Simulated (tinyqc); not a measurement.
Worked calculation: coupled-perturbed Hartree-Fock on RHF in the sto-3g basis, for BH2+, spin multiplicity 1. One step of it, computed by the program tinyqc.

Problem. Response to a field: uncoupled start. Field along z; U_ai = -mu_ai / (e_a - e_i), alpha = -4 sum U_ai mu_ai.

orbital energies (hartree): MO1 -7.915130, MO2 -0.926473, MO3 -0.779000, MO4 -0.219250, MO5 -0.148916, MO6 0.128414, MO7 0.234668

dipole integrals <a|z|i> (bohr):
```
           i1        i2         i3
a4   0.096462  0.897714   0.060307
a5   0.000000  0.000000   0.000000
a6  -0.069311  0.027443   0.115929
a7  -0.010552  0.041777  -0.663686
```

Give: uncoupled U; uncoupled polarisability.

Solution.

uncoupled U:
```
        i1      i2      i3
a4  -0.013  -1.269  -0.108
a5   0.000   0.000   0.000
a6   0.009  -0.026  -0.128
a7   0.001  -0.036   0.655
```

uncoupled polarisability = 6.398 bohr^3
